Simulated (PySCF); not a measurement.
# C3H2O: the cost of one run

The runs use PySCF 2.14.0, with density-fitted response routines of our own; the level of theory stands in each step. All values are computed, except where a source is named. Atoms are numbered from 0 throughout.

### 1 The molecule as given

6 atoms, charge 0, multiplicity 1; geometry from: GFN2-xTB.

Bonds of the start (Å): C0–C1 1.20, C1–C2 1.43, C2–O3 1.20, C0–H4 1.05, C2–H5 1.11.

### 2 Optimising the geometry at PBE0-D3(BJ)/def2-TZVP

Job settings and geometry (Å):

```
{"job": {"xc": "PBE0", "basis": "def2-TZVP", "d3": "d3bj", "grid": 2, "kind": "geom"}, "charge": 0, "multiplicity": 1}
C      1.492150     0.963000     0.659630
C      0.536210     0.282840     0.399100
C     -0.599250    -0.528870     0.085230
O     -1.161230    -0.563890    -0.975010
H      2.327880     1.554220     0.897940
H     -0.924630    -1.146860     0.947140
```

Q: Estimate the wall time of this first job on 4 threads of Intel Xeon at 2.50GHz (Skylake/Cascade Lake), shared host.

About 52 s.
